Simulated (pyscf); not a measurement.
Thermochemistry of product channels of `[SiH2]=[AsH]` + `[H]` [doublet] on the doublet surface, in kcal/mol, from ωB97M-D3(BJ)/def2-TZVP energies (ideal gas, 1 atm, RRHO with modes under 100 cm⁻¹ raised to 100, one conformer, R ln 2 for rigid chiral ones). Structures and frequencies: ωB97X-D3(BJ)/def2-SVP in PySCF.

```
products                                    ΔE  ΔH(298 K)  ΔG(298 K)  ΔG(900 K)
---------------------------------------  -----  ---------  ---------  ---------
`[SiH2][AsH2]` [doublet]                 -50.3      -46.6      -40.0      -25.8
`[SiH]=[AsH]` [doublet] + `[H][H]`       -18.6      -17.5      -18.8      -21.2
`[SiH2]=[As]` [doublet] + `[H][H]`       -32.3      -30.8      -31.5      -32.7
`[SiH3][AsH]` [doublet]                  -66.7      -62.8      -56.1      -41.7
`[AsH]` [triplet] + `[SiH3]` [doublet]    -3.0       -1.4       -4.0       -8.2
`[AsH2]` [doublet] + `[SiH2]` [singlet]   -4.7       -4.1       -7.3      -12.4
```

These are energies of the channels, which say nothing of barriers. Elements up to Kr have no core potential and no relativistic terms here.
